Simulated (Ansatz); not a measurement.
**BH2 (doublet): from Hartree-Fock to the top rungs, def2-QZVPP**

One table from this session's results is given with a row withheld; the runs are named, their logs left out.

Computed with Ansatz 0.2.0, Gaussian basis. Level: def2-QZVPP, core rule «outside noble gas», up to 1 orbitals frozen.

To be run: UHF; ROHF; CCSD(T) on UHF.

2 further runs of the same task are left out: 2 set aside as unsound or not needed.

## What is computed

The geometry is a PBE0/def2-TZVP stationary point (not a proven minimum) of the parent state, kept for this charge and spin.

3 atoms, charge 0, spin multiplicity 2.

Atoms are counted from 1 here; the program's logs count them from 0.

Bond lengths: B1–H2 1.291 Å, B1–H3 1.291 Å. Angles: H2–B1–H3 66.8°.

The first run:

in.yaml reads:

```yaml
crystal:
  periodic: [false, false, false]
  atoms:
    - {symbol: B, position_ang: [0.000000, 0.000000, -0.169375]}
    - {symbol: H, position_ang: [0.000000, 0.710556, 0.908347]}
    - {symbol: H, position_ang: [0.000000, -0.710556, 0.908347]}
basis:
  gaussian: {orbitals: "def2-QZVPP.json"}
magnetization: {spin_polarized: true, initial_magnetization: 1}
hamiltonian: {xc: hf}
output: {orbitals: {seedname: orbitals}}
```

Launch:

```
$ ansatz run in.yaml --threads 1 --pin off --events-out ev --progress --plain --max-ram 2393MiB
```

Steps of the session up to this table: UHF; ROHF; CCSD(T) on UHF.

One of the session's tables, all rows but one given; the rest of the session is left out.

```
  method  from UCCSD(T) (meV)
    ROHF              +3174.7
     UHF                    ?
    UMP2               +595.2
   UCCSD                +82.6
UCCSD(T)                    0
```

Estimate the missing values for UHF.

The run gave: from UCCSD(T) (meV): +3119.0. In the column «from UCCSD(T) (meV)» it lies between UMP2 (+595.2) and ROHF (+3174.7).
